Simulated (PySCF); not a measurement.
## Working with the constants of SiH

PBE0 constants of SiH, ²Π (doublet), unpaired electrons π ↑ (PySCF, no relativity, basis sets Si def2-TZVP, H def2-TZVP; masses 27.9769 and 1.0078 u):

| Item | Value |
| --- | --- |
| ωe | 2025.0 cm⁻¹ |
| ωexe | 31.8 cm⁻¹ |
| Be | 7.3863 cm⁻¹ |
| αe | 0.202 cm⁻¹ |
| De to Si + H | 3.09 eV |

What force constant and bond length do these constants imply?

Reduced mass μred = 0.97278 u; k = 5.8918×10⁻⁷·μred·ωe² (u, cm⁻¹, mdyn/Å) = 2.35 mdyn/Å; Re = √(16.8576/(μred·Be)) (u, cm⁻¹, Å) = 1.532 Å.

Estimate the centrifugal constant D from the Kratzer relation and find the Dunham coefficient a1.

D = 4Be³/ωe² = 0.000393 cm⁻¹; a1 = −1 − αeωe/(6Be²) = -2.25.

The state was picked by a PBE0 search and need not be the measured ground state.
